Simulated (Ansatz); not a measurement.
# [B2H4]− (SMILES B[BH2-]): the vertical energy of the quartet above the doublet, rung by rung

The species is [B2H4]− (6 atoms), meant as a doublet with charge -1. SMILES: `B[BH2-]`. Geometry: relaxed at GFN2-xTB.

Each level gives the vertical energy of the quartet above the doublet (eV). The values are calculated.

| level | kind | program | value (eV) | less FCI/STO-3G | CPU time (all runs) |
| --- | --- | --- | --- | --- | --- |
| USVWN5/STO-3G | LDA | Ansatz | 7.40 | +0.30 | 1.3 s |
| U-revPBE/STO-3G | GGA | Ansatz | 7.30 | +0.20 | 2.2 s |
| UBLYP/STO-3G | GGA | Ansatz | 7.44 | +0.34 | 2.2 s |
| U-r2SCAN0/STO-3G | hybrid meta-GGA | Ansatz | 7.11 | +0.01 | 5.1 s |
| U-wB97M-V/STO-3G | range-separated hybrid | Ansatz | 7.68 | +0.58 | 28 s |
| UB2PLYP/STO-3G | double hybrid | Ansatz | 7.43 | +0.33 | 2.5 s |
| UMP2/STO-3G | perturbation theory | Ansatz | 7.11 | +0.01 | 0.12 s |
| UCCSDT/STO-3G | coupled cluster or CI | Ansatz | 7.09 | -0.01 | 0.8 s |
| FCI/STO-3G | exact in the basis | Ansatz | 7.10 | 0.00 | 6.2 s |

FCI/STO-3G is exact within its basis and frozen core, so for wave-function methods in that basis the difference is their error; functionals converge differently with the basis, so for them it is only a difference. Sets without diffuse functions describe the anion poorly. The values span 7.09 to 7.68 eV. All rows use very small basis sets, so even the best lies far from the true value. CPU times are rough (shared hosts, several kinds of processor): they show what a rung costs within a factor of a few.
